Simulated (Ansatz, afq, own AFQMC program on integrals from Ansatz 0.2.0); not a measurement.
## AlH3⁺, doublet in cc-pVDZ along one coordinate

```yaml
atoms:
  - { symbol: Al, position_ang: [0.0000, 0.0571, 0.0000] }
  - { symbol: H, position_ang: [0.0000, 0.2262, -1.5512] }
  - { symbol: H, position_ang: [0.0000, 0.2262, 1.5512] }
  - { symbol: H, position_ang: [0.0000, -1.9820, 0.0000] }
```

All coordinates are scaled about the centre. Energies in eV count from this geometry (1.000) at the same level; the start stands on UHF, each point on the determinant named.

Basis cc-pVDZ. Only valence electrons are correlated. Integrals, coupled cluster, full CI and functionals: Ansatz 0.2.0; the random walks run on the same integrals in our own AFQMC program. The CISD trial takes its coefficients from CCSD amplitudes. Released means that phaseless walkers are propagated on without the constraint, phases kept. ± is one standard error of the sampling.

Cautions, each for one point or more: a spin-contaminated unrestricted determinant lies lower; cluster runs in doubt by the program's own checks; strong correlation; the next higher spin lies close; the search met a lower determinant of the same kind, perhaps of another symmetry; unrestricted determinant spin contaminated; walk and cluster series may follow different spin states.

```tsv
scale of all distances	det.	T1	weight	⟨S²⟩	CCSD(T)	ph-AFQMC/CISD	released AFQMC	FCI	CCSDT(Q)	wB97M-V	B2PLYP
0.897	UHF	0.016	0.95	0.75	0.575	0.575 ± 0.001	0.576 ± 0.0007	0.576	0.576	0.557	0.550
1.112	UHF	0.017	0.94	0.75	0.368	0.366 ± 0.001	0.365 ± 0.0008	0.365	0.365	0.388	0.398
1.323	ROHF	0.029	0.88	pure	2.013	2.007 ± 0.002	2.004 ± 0.001	1.997	1.997	2.228	2.263§
1.497	ROHF	0.064	0.75	pure	3.177	3.218 ± 0.003	–	3.181	3.180	3.521§	3.496§
1.716	UHF	0.027	0.90	1.79	3.896	3.839 ± 0.002	3.837 ± 0.002	3.839	3.841	3.994§	4.004§
2.006	UHF	0.013	0.94	1.76	3.986	3.986 ± 0.001	3.988 ± 0.0007	3.989	3.990	4.152§	4.176§
2.358	UHF	0.006	0.94	1.75	4.007	4.015 ± 0.0008	4.018 ± 0.0005	4.018	4.017	4.226§	4.249§
```

Weight is that of the determinant in the CISD state; at the start T1 is 0.015 and the weight 0.95, and ⟨S²⟩ is 0.75. Symmetry can't show for every point that it stays on the start's state. A dash marks a missing value, a released energy that hasn't settled or a functional that sits on another state. § marks a functional whose ⟨S²⟩ is too high by over 0.1. Largest departures from full CI: CCSD(T) 0.057 eV at 1.716 (on UHF), ph-AFQMC/CISD 0.037 eV at 1.497 (on ROHF), released AFQMC 0.006 eV at 1.323 (on ROHF), CCSDT(Q) 0.002 eV at 1.716 (on UHF), wB97M-V 0.230 eV at 1.323, B2PLYP 0.033 eV at 1.112. Functionals count only at points shown to share the start's state and spin. In this small basis the wave-function levels are far from their limit, so their gap to the functionals isn't the functionals' error.

Some points may be missing: those where a free walk finds a much lower state, and past Zn most of those on another determinant than at the start.

CCSDT and higher add their correlation energy to the determinant of the CCSD(T) run, since their own runs factorise the integrals more tightly (a shift of under 2 meV). A walk keeps the symmetry of its determinant, which the program's search chose and which needn't be the lowest solution, so a lower state of the same spin and another symmetry isn't excluded. Released energies are given only where the last usable release times agree within the noise; a slower fall can still hide under it.
